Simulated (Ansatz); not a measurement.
These are Ansatz (a first-principles code) with frozen-core CCSD(T)/def2-TZVPP // B3LYP-D3(BJ)/def2-TZVP values and carry that method's errors.

Ansatz 0.2 input:
```yaml
crystal:
  periodic: [false, false, false]
  atoms:
    - { symbol: Si, position_ang: [-0.000626, 0.000404, 0.341223] }
    - { symbol: H, position_ang: [-0.696443, 1.227199, -0.116465] }
    - { symbol: H, position_ang: [1.411434, -0.010478, -0.111148] }
    - { symbol: H, position_ang: [-0.714364, -1.217124, -0.11361] }
basis:
  gaussian: { orbitals: def2-TZVPP }
correlation:
  method: ccsd_t
magnetization:
  spin_polarized: true
  initial_magnetization: 1
```

Output:

```
Functional definition: HF
467 factors; integrals over basis functions are off by at most 8.0e-4 eV
mean field evaluation 1: about -7907.8975 eV, gradient 7.3e0 eV
mean field evaluation 2: about -7907.8991 eV, gradient 7.3e0 eV
mean field evaluation 4: about -7908.6361 eV, gradient 6.7e-1 eV
mean field evaluation 8: about -7908.6458 eV, gradient 2.4e-3 eV
mean field evaluation 16: about -7908.6458 eV, gradient 9.7e-6 eV
mean field -7908.64578995 eV, -290.6373721078 hartree, gradient 9.7e-6 eV, S^2 0.754986; 0 other end points of the search recorded, 0 dependent functions left out
5 core orbitals not correlated
reference -7908.64578995 eV, -290.6373721078 hartree; 4, 3 occupied and 75, 76 virtual orbitals, 467 factors
second order -3.17736088 eV of doubles, -0.00000000 eV of singles
cycle   1  -3.68514310 eV  change   -5.1e-1 eV  update   5.4e-2
cycle   2  -3.88369388 eV  change   -2.0e-1 eV  update   2.1e-2
cycle   3  -3.89133996 eV  change   -7.6e-3 eV  update   5.9e-3
cycle   4  -3.89077610 eV  change    5.6e-4 eV  update   1.9e-3
cycle   5  -3.89037413 eV  change    4.0e-4 eV  update   7.7e-4
cycle   6  -3.89045511 eV  change   -8.1e-5 eV  update   2.6e-4
cycle   7  -3.89054415 eV  change   -8.9e-5 eV  update   7.8e-5
cycle   8  -3.89054516 eV  change   -1.0e-6 eV  update   2.2e-5
cycle   9  -3.89053851 eV  change    6.6e-6 eV  update   6.9e-6
perturbative correction -0.09569847 eV, -0.0035168538 hartree
Total energy: -7912.63202692 eV, -290.7838636146 hartree
```

Cost: very roughly 2.9 core-seconds.
